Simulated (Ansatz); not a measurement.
Total energies of CH5OSi, SMILES `C[SiH]O` radical.

```xyz
8

C     0.6367    0.9110   -0.2984
Si   -0.7474   -0.1204    0.4058
O    -0.0915   -1.6010    0.7569
H     1.4326    1.0516    0.4354
H     0.2645    1.8937   -0.5967
H     1.0619    0.4183   -1.1781
H    -1.8637   -0.2716   -0.5871
H    -0.6931   -2.2816    1.0621
```

Charge 0, multiplicity 2. All single points use the PBE0-D4/def2-TZVP geometry. It is one conformer, not always the lowest. Basis def2-TZVPP, Ansatz.

RPA on PBE orbitals: Hartree–Fock energy of these orbitals -404.61266 Eh, correlation -0.88827 Eh (frozen core).

| functional | energy without D4 (Eh) | D4 term (kJ/mol) |
| --- | --- | --- |
| PBE | -405.60159 | -11.9 |
| revPBE | -405.79474 | -39.1 |
| BLYP | -405.85158 | -26.9 |
| r2SCAN | -405.80553 | -2.8 |
| B97M-V | -405.79337 | – |
| PBE0 | -405.63880 | -9.9 |
| B3LYP | -405.91958 | -19.3 |
| BHLYP | -405.83033 | -14.3 |
| CAM-B3LYP | -405.85119 | -9.9 |
| LC-ωPBE | -405.73546 | – |

Q: Give the same for LDA (SPW92), r2SCANh, r2SCAN0, HSE06 (plane-wave form), ωB97X-V, ωB97M-V, B2PLYP, PBE-QIDH. (Best estimate.)

A: Computed: 
| functional | energy without D4 (Eh) | D4 term (kJ/mol) |
| --- | --- | --- |
| LDA (SPW92) | -403.79141 | – |
| r2SCANh | -405.79808 | -2.9 |
| r2SCAN0 | -405.78761 | -3.2 |
| HSE06 (plane-wave form) | -405.62609 | -9.2 |
| ωB97X-V | -405.80482 | – |
| ωB97M-V | -405.81526 | – |
| B2PLYP | -405.68290 | – |
| PBE-QIDH | -405.53796 | – |

B3LYP takes the VWN-RPA correlation (the form of Gaussian; ORCA's B3LYP/G). HSE06 is the plane-wave form, built on full-range PBE exchange. The double hybrids freeze the cores in their second-order part.

LC-ωPBE has ω = 0.4 bohr⁻¹.
